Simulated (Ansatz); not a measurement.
We consider α-N2, described by r²SCAN in Ansatz (PAW).

Run with plane-wave cutoff 560 eV, 6×6×6 k mesh, Fermi–Dirac smearing 0.01 eV, scalar-relativistic PAW data made under PBE.

Cell (measured lattice):

```yaml
crystal:
  lattice:
    - [5.66700, 0.00000, 0.00000]
    - [0.00000, 5.66700, 0.00000]
    - [0.00000, 0.00000, 5.66700]
  atoms:
    - { symbol: N, position: [0.94431, 0.55569, 0.44431] }
    - { symbol: N, position: [0.44431, 0.94431, 0.55569] }
    - { symbol: N, position: [0.94431, 0.94431, 0.94431] }
    - { symbol: N, position: [0.05569, 0.05569, 0.05569] }
    - { symbol: N, position: [0.55569, 0.44431, 0.94431] }
    - { symbol: N, position: [0.55569, 0.05569, 0.44431] }
    - { symbol: N, position: [0.44431, 0.55569, 0.05569] }
    - { symbol: N, position: [0.05569, 0.44431, 0.55569] }
```

Question: Predict the band gap and smallest direct gap on the k points sampled.

Answer: 
band gap: 8.18 eV (indirect)
smallest direct gap on the k points sampled: 8.21 eV

Note: cell and atoms aren't relaxed at this level (largest force component 0.04 eV/Å).

The computed numbers hold no vibrational or temperature effects.

Ansatz is a first-principles code.
